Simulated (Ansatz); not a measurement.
Geometry optimisation, RKS PBE0-D4/def2-SVP in Ansatz.

Input file:

```yaml
crystal:
  periodic: [false, false, false]
  atoms:
    - { symbol: C, position_ang: [-0.1832, -0.3005, -0.6752] }
    - { symbol: Al, position_ang: [-0.0037, 0.3947, 1.1228] }
    - { symbol: S, position_ang: [0.4839, -1.655, 0.1705] }
    - { symbol: H, position_ang: [-1.2028, -0.4475, -1.0024] }
    - { symbol: H, position_ang: [0.4441, 0.1784, -1.4676] }
    - { symbol: H, position_ang: [0.5038, 1.7659, 1.8058] }
basis:
  gaussian: { orbitals: def2-SVP }
hamiltonian:
  xc: pbe0
  dispersion: d4
relax:
  f_tol: 0.02
  max_steps: 40
scf:
  lower_state_search: "off"
```

Command:

```bash
$ ansatz run input.yaml --threads 1 --pin off --max-ram 2048MiB --backend cpu --events-out ev --progress --plain --runs-dir out
```

**Question.** Where does it end, and by what steps?

**Answer.** The run converged. After 6 steps the energy has fallen by 0.847 eV; H6 moved furthest, 0.34 Å.

| step | energy less start (eV) | largest force component (eV/Å) | accepted |
| --- | --- | --- | --- |
| 0 | 0.0000 | 2.985 | yes |
| 1 | -0.6447 | 1.667 | yes |
| 2 | -0.8210 | 0.658 | yes |
| 3 | -0.8390 | 0.281 | yes |
| 4 | -0.8464 | 0.104 | yes |
| 5 | -0.8463 | 0.058 | no |
| 6 | -0.8469 | 0.006 | yes |

```xyz
6
Properties=species:S:1:pos:R:3
C -0.232 -0.189 -0.766
Al 0.239 0.508 0.962
S 0.529 -1.518 0.385
H -1.263 -0.442 -1.044
H 0.387 -0.029 -1.659
H 0.382 1.606 2.075
```

Time of the run: 7.9 s on 1 thread of Intel(R) Xeon(R) Platinum 8488C (Sapphire Rapids) (shared host), peak memory 0.14 GiB.
